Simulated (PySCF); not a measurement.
**Solver options tried on MgCl⁻**

Aim: find out which solver settings change the answer for MgCl⁻.

The runs use PySCF 2.14.0; each script names its method and basis.

1 further run of the same task is left out (it didn't finish).

### 1 Where the work starts

MgCl⁻: 2 atoms, charge -1, spin multiplicity 1.

Bond lengths: Mg1–Cl2 2.593 Å.

### 2 Base script

File input.py:

```python
from pyscf import gto, dft

mol = gto.M(
    atom='Mg 0 0 0; Cl 0 0 2.593',
    basis='6-311g**',
    charge=-1,
    spin=0,
    verbose=4,
)
mf = dft.RKS(mol, xc='m062x')
mf.kernel()
mf.dip_moment()
print('orbital energies (hartree):', mf.mo_energy[..., max(0, mol.nelec[1]-3):mol.nelec[0]+3].round(4))
```

Launch:

```bash
OMP_NUM_THREADS=1 python input.py
```

The log of this run is left out.

It gives: E(SCF) = -660.356403 Eh, 9 cycles.

The bond length is a typed value, not an optimised one. The dipole of an ion depends on the origin.

### 3 Initial guess 1e

Edit 1 changes initial guess: minao → 1e.

File input.py:

```python
from pyscf import gto, dft

mol = gto.M(
    atom='Mg 0 0 0; Cl 0 0 2.593',
    basis='6-311g**',
    charge=-1,
    spin=0,
    verbose=4,
)
mf = dft.RKS(mol, xc='m062x')
mf.init_guess = '1e'
mf.kernel()
mf.dip_moment()
print('orbital energies (hartree):', mf.mo_energy[..., max(0, mol.nelec[1]-3):mol.nelec[0]+3].round(4))
```

Launch:

```bash
OMP_NUM_THREADS=1 python input.py
```

### 4 Point-group symmetry on

Edit 2 changes point-group symmetry: off → on.

Edit input.py of step 2 so:

```diff
@@ -7,2 +7,3 @@
     spin=0,
+    symmetry=True,
     verbose=4,
```

### 5 Second-order solver on

Edit 3 changes second-order solver: off → on.

Edit input.py of step 2 so:

```diff
@@ -10,2 +10,3 @@
 mf = dft.RKS(mol, xc='m062x')
+mf = mf.newton()
 mf.kernel()
```

### 6 Initial guess vsap

Edit 4 changes initial guess: minao → vsap.

Edit input.py of step 2 so:

```diff
@@ -10,2 +10,3 @@
 mf = dft.RKS(mol, xc='m062x')
+mf.init_guess = 'vsap'
 mf.kernel()
```

What does the calculation give? Wanted: for each run, E(SCF); from base; gap.

The runs gave:

```
                    run  E(SCF) (hartree)  from base (eV)   cycles  gap (eV)
                   base       -660.356403               0        9      4.66
       initial guess 1e       -660.356403          0.0000       11      4.66
point-group symmetry on       -660.356403          0.0000        9      4.66
 second-order solver on       -660.356403          0.0000  3 macro      4.66
     initial guess vsap       -660.356403          0.0000        9      4.66
```

Distance from each run's final energy (log10 hartree) by cycle:

```
                    run  cycle 1  cycle 2  cycle 3  cycle 5  cycle 8  cycle 12
                   base     -1.3     -1.5     -3.6     -5.9     -9.9      done
       initial guess 1e      1.3      1.0     -0.6     -3.1     -6.4      done
point-group symmetry on     -1.3     -1.5     -3.6     -5.9     -9.9      done
 second-order solver on     -2.7    < -11    < -11     done     done      done
     initial guess vsap     -1.2     -1.4     -3.6     -6.0     -9.8      done
```

In words: The SCF energy stays the same, to the digits that matter, with initial guess 1e or point-group symmetry on or second-order solver on or initial guess vsap. With initial guess 1e, point-group symmetry on, initial guess vsap the path hardly changes: 9 to 11 cycles against 9.
